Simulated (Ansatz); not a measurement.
**CH4NO+ (SMILES N[CH+]O): one structure at several levels**

An exercise on one series of results from a longer session: the logs are not shown, and one member is left open.

Program: Ansatz 0.2.0, Gaussian basis. Level of theory: single points in def2-TZVPP. These are calculated values, not measurements.

Cores are frozen in the correlated methods.

### The system as given

SMILES `N[CH+]O`, 7 atoms, charge 1, spin multiplicity 1.

Atoms are counted from 1 here; the program's logs count them from 0.

Bond lengths: N1–C2 1.307 Å, N1–H4 1.003 Å, N1–H5 0.999 Å, C2–O3 1.268 Å, C2–H6 1.087 Å, O3–H7 0.973 Å. Angles: C2–N1–H4 126.7°, C2–N1–H5 119.8°, H4–N1–H5 112.5°, N1–C2–O3 123.8°, N1–C2–H6 118.2°, O3–C2–H6 117.8°, C2–O3–H7 125.3°.

Coordinates:

```
N    -0.7934    0.0748   -0.3219
C     0.3103    0.3556    0.3201
O     1.3032   -0.4296    0.3936
H    -0.9496   -0.7038   -0.9351
H    -1.5285    0.7501   -0.3658
H     0.4179    1.3505    0.7454
H     1.3469   -1.3186   -0.0004
```

The first run:

File run/in.yaml:

```yaml
crystal:
  periodic: [false, false, false]
  atoms:
    - {symbol: N, position_ang: [-0.793427, 0.074837, -0.321892]}
    - {symbol: C, position_ang: [0.310272, 0.355645, 0.320075]}
    - {symbol: O, position_ang: [1.303213, -0.429595, 0.393557]}
    - {symbol: H, position_ang: [-0.949634, -0.703764, -0.935131]}
    - {symbol: H, position_ang: [-1.528530, 0.750106, -0.365831]}
    - {symbol: H, position_ang: [0.417902, 1.350544, 0.745421]}
    - {symbol: H, position_ang: [1.346922, -1.318634, -0.000396]}
basis:
  gaussian: {orbitals: def2-TZVPP}
total_charge: 1
hamiltonian: {xc: pbe, dispersion: d4}
output: {forces: true}
```

Launch:

```bash
ansatz run in.yaml --threads 2 --pin off --events-out ev --progress --plain --max-ram 3481MiB
```

Steps of the session up to this table: PBE-D4/def2-TZVPP; r2SCAN-D4/def2-TZVPP; PBE0-D4/def2-TZVPP; wB97M-V/def2-TZVPP; CCSD(T)/def2-TZVPP.

One of the session's tables, all rows but one given; the rest of the session is left out.

| method | RMS force component (eV/Å) | angle to CCSD(T) forces (°) |
| --- | --- | --- |
| PBE-D4 | 0.682 | 16.8 |
| r2SCAN-D4 | ? | ? |
| PBE0-D4 | 0.635 | 18.6 |
| wB97M-V | 0.619 | 11.0 |
| CCSD(T) | 0.656 | reference |

Q: Estimate the row for r2SCAN-D4 from the others.

**Answer.** RMS force component (eV/Å): 0.619; angle to CCSD(T) forces (°): 9.6.
